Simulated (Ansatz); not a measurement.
# H2ClO radical (built from SMILES Cl.[OH]): Born-Oppenheimer dynamics

The task is to watch the atoms for 40 steps of 0.75 fs, started with velocities for 500 K and run with a Langevin thermostat, and see to which side of the barrier the system falls.

Computed with Ansatz 0.2.0, Gaussian basis. Level: PBE0-D4/def2-SVP, unrestricted.

## (1) The system as given

The start, a first-order saddle point found at PBE0-D4 in triple zeta: 4 atoms, charge 0, spin multiplicity 2.

Atoms are counted from 1 here; the program's logs count them from 0.

Bond lengths: H1–Cl2 1.350 Å, O3–H4 0.973 Å.

Coordinates:

```xyz
4
ClH2O
H     0.57410   -0.18079    0.21525
Cl    1.12884   -1.12774   -0.57029
O    -0.42829    0.88062    0.25879
H    -1.27465    0.42792    0.09624
```

## (2) The run

md/in.yaml

```yaml
crystal:
  periodic: [false, false, false]
  atoms:
    - {symbol: H, position_ang: [0.574095, -0.180794, 0.215254]}
    - {symbol: Cl, position_ang: [1.128844, -1.127745, -0.570294]}
    - {symbol: O, position_ang: [-0.428287, 0.880615, 0.258794]}
    - {symbol: H, position_ang: [-1.274652, 0.427924, 0.096245]}
basis:
  gaussian: {orbitals: def2-SVP}
magnetization: {spin_polarized: true, initial_magnetization: 1}
hamiltonian: {xc: pbe0, dispersion: d4}
md: {n_steps: 40, timestep: 0.75, temperature: 500, ensemble: nvt_langevin, seed: 387, friction: 0.05, initial_velocities: maxwell_boltzmann}
```

Run with:

```sh
> ansatz run in.yaml --threads 2 --pin off --events-out ev --progress --plain --max-ram 4352MiB
```

Q: Predict the outcome of this session. Wanted: temperature at the start; mean temperature, second half; lowest and highest potential energy, from the first frame; largest change of potential + kinetic; bonds lost by distance; bonds made by distance.

As calculated:

```
                                                 quantity              value
                                                   length  40 steps, 30.0 fs
                                 temperature at the start              375 K
                            mean temperature, second half              729 K
lowest and highest potential energy, from the first frame    -618 and 31 meV
                    largest change of potential + kinetic          320.7 meV
                                   bonds lost by distance             H1–Cl2
                                   bonds made by distance              H1–O3
```

What this shows: By the last frame it has moved towards the side where H1–O3 form. The system runs downhill by 0.62 eV, and that energy turns into motion. The thermostat trades energy with the molecule, so the sum of potential and kinetic energy isn't conserved: it changes by -321 meV over the run. The mean temperature of the second half is still well above the 500 K set. The temperature runs between 184 and 1179 K. Under Langevin the temperature counts 3N degrees of freedom, more than the drawn velocities fill, so it starts at 375 K, not 500 K.
